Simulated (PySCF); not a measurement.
Structure problem from calculated spectra and properties.

Elements present: C, H and N. Monoisotopic mass: 55.0422 u.

| Item | Value |
| --- | --- |
| 13C NMR | chemical shifts (computed TMS as zero) by class: 165.8 (1 C), 23.6 (1 C), 17.1 (1 C) ppm [GIAO KT3/pcSseg-2] |
| 1H NMR | chemical shifts (computed TMS as zero) by class: 2.42 (3 H), 1.27 (2 H) ppm [GIAO KT3/pcSseg-2] |
| UV, first state | lowest singlet excitation: 5.47 eV (227 nm, f = 0.000) [TDDFT B3LYP/def2-SVPD] |
| Triplet | lowest triplet excitation (Tamm–Dancoff): 4.76 eV [TDA B3LYP/def2-SVPD] |
| Rotational structure | rotational constants A, B, C: 23.090, 6.603, 5.505 GHz [PBE0-D3(BJ)/def2-SVP] |
| Couplings | largest of the computed one-bond spin–spin couplings (means over like bonds): 13C–1H +185.6 (×2), 13C–1H +137.4 (×3), 13C–13C +63.5, 13C–13C +32.4, 15N–13C +13.0, 15N–13C +7.7 Hz [B3LYP/pcJ-1] |
| Polarisability | 42.0 au [B3LYP/def2-SVPD] |
| Valence photoelectron | vertical ionisation energy: 10.06 eV [ΔSCF B3LYP/def2-SVPD] |
| UV, strongest line | among the 10 lowest singlet transitions: S8 at 8.44 eV (147 nm, f = 0.111) [TDDFT B3LYP/def2-SVPD] |

Electronic properties: PySCF, gas phase, density fitting. Levels stand in brackets. Geometry: PBE0-D3(BJ)/def2-SVP; no solvent, vibrations or thermal averaging. NMR classes are plain means over equivalent atoms (diastereotopic ones count apart unless rotation or inversion swaps them), as if these changed places fast.

Q: Which formula fits the mass and the elements?

A: C3H5N (calculated 55.0422). No other formula that holds each of these elements comes within 0.0003 u with a fitting electron parity and a possible valence count.

Q: Propose a structure and show how it fits.

A: Numbering: `[CH3:1][C:2]1=[N:3][CH2:4]1`. Its formula, C3H5N, gives 2 degrees of unsaturation: 1 ring and 1 π bond in the structure found. 3 carbons fall into 3 classes; from least to most shielded: C=N carbon [C2] (165.8 ppm), ring sp3 carbon bound to nitrogen [C4] (23.6 ppm), methyl carbon [C1] (17.1 ppm). Hydrogen classes from least to most shielded: 3 H on a methyl carbon, C1 (2.42 ppm), 2 H on an sp3 carbon bound to nitrogen, C4 (1.27 ppm). The couplings run between: +185.6 Hz, sp3 carbon bound to nitrogen [C4] and its hydrogen (with 1 like pair); +137.4 Hz, methyl carbon [C1] and its hydrogen (with 2 like pairs); +63.5 Hz, methyl carbon [C1] and C=N carbon [C2]; +32.4 Hz, C=N carbon [C2] and sp3 carbon bound to nitrogen [C4]; +13.0 Hz, C=N nitrogen [N3] and sp3 carbon bound to nitrogen [C4]; +7.7 Hz, C=N nitrogen [N3] and C=N carbon [C2]. S1 is mainly HOMO→LUMO (weight 1.00); the largest Löwdin shares of the orbital it empties are 0.42 on the C=N nitrogen, 0.29 on the sp3 carbon bound to nitrogen, 0.18 on the C=N carbon and 0.04 on the methyl carbon, of the orbital it fills 0.39 on the C=N nitrogen, 0.37 on the C=N carbon, 0.09 on the methyl carbon and 0.06 on the sp3 carbon bound to nitrogen. The optimised geometry has point group Cs and is an asymmetric top. Structure: `CC1=NC1`. Computed isomers that give other values at the same levels: `[C-]#[N+]CC` (rotational constant A: 28.124 GHz; this holds for the one conformer computed); `NC1C=C1` (13C chemical shifts (computed TMS as zero) by class: 124.7 (2 C), 34.7 (1 C) ppm); `CCC#N` (rotational constant A: 28.116 GHz; this holds for the one conformer computed). The assignments are read from this structure; whether some other isomer fits the data as well wasn't checked.
